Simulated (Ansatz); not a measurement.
## CHN, singlet in 6-31G*: errors against RCCSDTQ

Geometry: MP2(full)/6-31G*, from the G2/97 set.

```xyz
3

C     0.0000    0.0000    0.0357
N     0.0000    0.0000   -1.1405
H     0.0000    0.0000    1.1047
```

Basis 6-31G* (Cartesian d functions); Ansatz 0.2.0. Only valence electrons are correlated (noble-gas cores frozen), which leaves 10 electrons in 30 orbitals. Prefix R: restricted or restricted open-shell reference. Active spaces: valence = (10e, 9o) chosen from the atoms' valence shells.

Full CI isn't at hand for all of this; RCCSDTQ serves as the reference, and is uncertain by about the last step of the cluster series.

* UHF ⟨S²⟩: 0.000
* T1 diagnostic (RCCSD): 0.0145
* largest doubles amplitude (RCCSD): 0.109

```tsv
level	E − E(RCCSDTQ) (kcal/mol)	share of correlation (%)	wall time
RHF	194.23	0.00	–
RMP2	13.04	93.29	–
CISD	22.16	88.59	0.61 s
RCCSD	8.73	95.50	–
RCCSD(T)	0.90	99.54	0.33 s
BCCD(T)	0.90	99.54	0.47 s
RCCSDT	0.81	99.58	–
CISDTQ	1.36	99.30	8.5 s (H100)
RCCSDT(Q)	-0.14	100.07	1.9 s
CASSCF (valence space)	97.36	49.87	–
NEVPT2 (valence space)	17.59	90.94	2.7 s
MRCISD (valence space)	4.24	97.81	–
MRCISD+Q (valence space)	0.09	99.95	14 s
```

The correlation energy at RCCSDTQ, counted from RHF, is -8.423 eV. That run took 5.5 s on 2 threads of AMD EPYC 7R13 with a shared H100 80 GB, shared host.

Times hold each run's SCF and search for its determinant on a shared host, so for small cases they say little of a method's own cost; rows without a card ran on 1 thread of AMD EPYC 7R13.

Natural occupations of CASSCF (valence space) about the gap: 1.993 1.980 1.978 1.934 1.934 0.070 0.070 0.027 0.014; effectively unpaired electrons, Σ n²(2−n)², 0.08.

Atomization energy (electronic, same basis, no zero-point term; atoms at the same level, unrestricted beside the R rows where the molecule is a closed shell, with restricted open-shell steps beyond CCSDT(Q)) at RCCSDTQ: 1193.2 kJ/mol. Errors of other levels:

| level | error (kJ/mol) |
| --- | --- |
| RHF | -390.8 |
| RMP2 | 42.7 |
| CISD | -84.1 |
| RCCSD | -31.1 |
| RCCSD(T) | -2.6 |
| BCCD(T) | -2.1 |
| RCCSDT | -3.3 |
| CISDTQ | -5.1 |
| RCCSDT(Q) | 0.6 |
| CASSCF (valence space) | -16.8 |
| NEVPT2 (valence space) | 7.8 |
| MRCISD (valence space) | -11.3 |
| MRCISD+Q (valence space) | -4.9 |

This basis is far from its limit, so the value isn't to be set against a measured one. Truncated CI isn't size-consistent, which counts against it in atomization.
